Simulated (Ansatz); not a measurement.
Born–Oppenheimer molecular dynamics of BClH₃N (6 atoms, charge 0, multiplicity 1). It starts from a relaxed structure.

Method: RKS PBE0-D4/def2-SVPD (Ansatz).

* ensemble: NVT, Langevin thermostat
* time step: 0.5 fs
* steps asked: 100
* set temperature: 1000 K
* friction: 0.02 /fs
* seed: 376274

First frame:

```xyz
6
Properties=species:S:1:pos:R:3
B 0.057 -0.066 -0.056
H -0.029 -0.569 1.030
N 1.256 -0.011 -0.747
H 2.111 -0.392 -0.371
H 1.346 0.409 -1.662
Cl -1.407 0.628 -0.790
```

**Question.** How far do the bonds stretch over the last three quarters of this one trajectory? (Pairs bonded in most of those frames.)

**Answer.** 
```csv
bond,mean (Å),spread (Å),shortest,longest
B1–H2,1.216,0.058,1.12,1.31
B1–N3,1.410,0.047,1.36,1.53
B1–Cl6,1.819,0.089,1.66,1.93
N3–H4,1.019,0.036,0.95,1.09
N3–H5,1.014,0.014,0.99,1.04
```

Mean temperature of the second half: 715 K. The mean temperature of the second half is 29 % below the set value. A run of 0.05 ps of so small a system gives no equilibrium averages.

Time of the run: 110 s on 2 threads of Arm Neoverse V1, with other jobs on the host, peak memory 0.15 GiB.
